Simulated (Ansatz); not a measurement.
Reaction: C2H7N (N-methylmethanamine, SMILES CNC) → C2H7N (SMILES CCN)
Each species at its own B3LYP-D3(BJ)/def2-TZVP minimum (Ansatz, a program for electronic structure), one conformer.

Total energies in hartree (Ansatz). Open shells are spin-unrestricted; no spin-orbit coupling. Correlated methods leave the cores frozen. No relativity.

```csv
species,HF/cc-pVTZ,CCSD(T)/cc-pVTZ,HF/cc-pVQZ,CCSD(T)/cc-pVQZ,CCSD(T)/cc-pVDZ,CCSDT(Q)/cc-pVDZ
"1: C2H7N (N-methylmethanamine, SMILES CNC)",-134.29244,-134.92647,-134.30218,-134.96886,-134.77584,-134.77739
"2: C2H7N (ethanamine, SMILES CCN)",-134.30393,-134.93930,-134.31373,-134.98187,-134.78754,-134.78911
```

Problem. Work out the isomerisation energy (electronic) in kcal/mol: take Hartree-Fock from cc-pVQZ, extrapolate the CCSD(T) correlation energy as X^-3 (X = 3, 4), and add CCSDT(Q) - CCSD(T) in cc-pVDZ. 1 hartree = 627.51 kcal/mol.

Solution. 
Species 1: correlation (64·(-0.66668) - 27·(-0.63403))/37 = -0.69051; step -0.00155; E1 = -134.30218 + (-0.69051) + (-0.00155) = -134.99424
Species 2: correlation (64·(-0.66814) - 27·(-0.63537))/37 = -0.69205; step -0.00157; E2 = -134.31373 + (-0.69205) + (-0.00157) = -135.00735
-1·E1 +1·E2 = -0.01311 hartree = -8.2 kcal/mol.
